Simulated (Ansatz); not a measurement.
Equilibrium volume per atom (Å³/atom) of 20 elemental metals, computed with PBE in Ansatz (plane waves, PAW) and with PBEsol (plane waves, PAW; Ansatz, a first-principles code). The set holds measured phases with no doubt noted on the run or the magnetic state but for the caveats below. Solids without a value at one level (not run, failed, or a magnetic order lost), or held back for tests, aren't counted.

All rows, in order of the shift (worked out from unrounded values):

| solid | PBE | PBEsol | shift (%) |
|---|---|---|---|
| hcp Tl | 31.43 | 28.61 | -9.0 |
| double-hcp La | 37.13 | 33.96 | -8.5 |
| hcp Cd | 22.89 | 21.02 | -8.2 |
| body-centred tetragonal In | 27.47 | 25.55 | -7.0 |
| hcp Zn | 15.24 | 14.22 | -6.7 |
| α-phase Ga | 20.29 | 19.06 | -6.1 |
| hcp Lu | 29.10 | 27.48 | -5.5 |
| white tin (β-Sn) | 28.41 | 26.88 | -5.4 |
| hcp Y | 32.88 | 31.33 | -4.7 |
| hcp Co | 10.86 | 10.37 | -4.5 |
| hcp Hf | 22.53 | 21.61 | -4.1 |
| hcp Sc | 24.65 | 23.65 | -4.1 |
| hcp Zr | 23.39 | 22.46 | -4.0 |
| hcp Ti | 17.39 | 16.73 | -3.8 |
| hcp Ru | 13.77 | 13.32 | -3.2 |
| hcp Tc | 14.44 | 14.00 | -3.0 |
| hcp Os | 14.28 | 13.89 | -2.7 |
| hcp Re | 14.95 | 14.55 | -2.7 |
| hcp Mg | 22.95 | 22.51 | -1.9 |
| hcp Be | 7.91 | 7.84 | -0.9 |

The shift from PBE to PBEsol has a median of -4.3 %, and eight in ten lie between -8.2 % and -2.6 %; PBEsol is the larger in 0 of 20.

Ansatz's runs of these crystals have no spin polarisation, but for hcp Co.

Density-functional runs with spin start from parallel moments for hcp Co.

Spin–orbit coupling is left out, also for the solids with elements from indium on (body-centred tetragonal In, hcp Os, white tin (β-Sn), double-hcp La, hcp Tl, hcp Re, hcp Hf, hcp Lu); its size isn't shown.

Caveats: the cell is over a tenth larger than the published one (another phase or state, or a fault of the published cell, is possible) (PBE: hcp Tl). Ansatz's density-functional and Hartree–Fock values are scalar-relativistic unless marked +SOC, with PAW data made under PBE.
